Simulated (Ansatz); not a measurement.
**HNB, quartet: reading a ladder of total energies**

Geometry: a point of a breathe scan, not a stationary point.

| atom | x (Å) | y (Å) | z (Å) |
| --- | --- | --- | --- |
| B | 0.0000 | 0.1571 | 1.7016 |
| N | 0.0000 | -0.2317 | -1.1582 |
| H | 0.0000 | 1.5347 | -2.1565 |

Basis 6-31G; Ansatz 0.2.0. Correlated methods freeze the noble-gas cores, which leaves 9 electrons in 18 orbitals. Prefix R: restricted or restricted open-shell reference.

Full CI is exact within this basis and frozen core; it isn't the basis-set limit.

Runs differ by some tens of microhartree through their thresholds and, for an open shell, their frozen cores, so steps under 0.03 kcal/mol mean nothing.

```tsv
level	total energy (hartree)
RHF	-79.293425
RMP2	-79.411224
RCCSD*	-79.485979
RCCSD(T)*	-79.490296
RCCSDT*	-79.490757
RCCSDT(Q)*	-79.491138
RCCSDTQ*	-79.491084
full CI	-79.491087
```

Q: What is the correlation energy at full CI, and what share of it do RMP2 and RCCSD(T) recover?

A: E(corr) = -79.491087 − (-79.293425) = -0.197662 hartree = -5.379 eV. RMP2: -0.117799 / -0.197662 = 59.60 %. RCCSD(T): -0.196871 / -0.197662 = 99.60 %.

Q: By how many kcal/mol does RCCSD(T) miss full CI (1 hartree = 627.509 kcal/mol), and which steps make up the rest?

A: -79.490296 − (-79.491087) = 0.000791 hartree = 0.50 kcal/mol. Steps: RCCSDT − RCCSD(T) = -0.29, RCCSDT(Q) − RCCSDT = -0.24, RCCSDTQ − RCCSDT(Q) = 0.03, full CI − RCCSDTQ = 0.00 kcal/mol. That is within 1 kcal/mol of the reference in this basis, which itself misses far more of the correlation at the basis-set limit.

An asterisk marks runs whose energy the program itself flagged as in doubt.
